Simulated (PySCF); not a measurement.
Gas-phase reaction: BF + 2 H → BH₂F

Computed with PySCF (xtb for GFN2) and rigid-rotor harmonic-oscillator thermochemistry at 1 bar. † marks an energy on the PBE0/def2-TZVP geometry and frequencies; other levels use their own. 6-31G* has spherical d functions here. Open shells (unrestricted): H (multiplicity 2); the rest are closed-shell singlets. GFN2 has no spin-polarisation term. B3LYP is the form with VWN-RPA correlation. BH₂F: computed as isolated molecules; such fragments, hydroxides, amides, oligomers or adducts are transient or little studied in the gas. The harmonic model lacks anharmonicity and excited electronic states, which grow with temperature; levels with a mode under 35 cm⁻¹ are left out.

| level | ΔE electronic, kJ | ΔH°(298 K), kJ | ΔS°(298 K), J/K | ΔG°(1800 K), kJ |
|---|---|---|---|---|
| B3LYP/6-31G* | -705 | -664 | -207 | -252 |
| B3LYP/def2-TZVP† | -690 | -650 | -207 | -240 |
| GFN2-xTB | -893 | -856 | -207 | -450 |
| HF/6-31G* | -584 | -540 | -208 | -126 |
| PBE0/def2-SVP† | -685 | -645 | -207 | -234 |
| PBE0/def2-TZVP | -678 | -638 | -207 | -228 |
| r2SCAN/def2-TZVP† | -689 | -649 | -207 | -238 |
| LDA/def2-TZVP† | -735 | -695 | -207 | -284 |
ΔH° is lowest at GFN2-xTB and highest at HF/6-31G*. No reference value is set beside these.
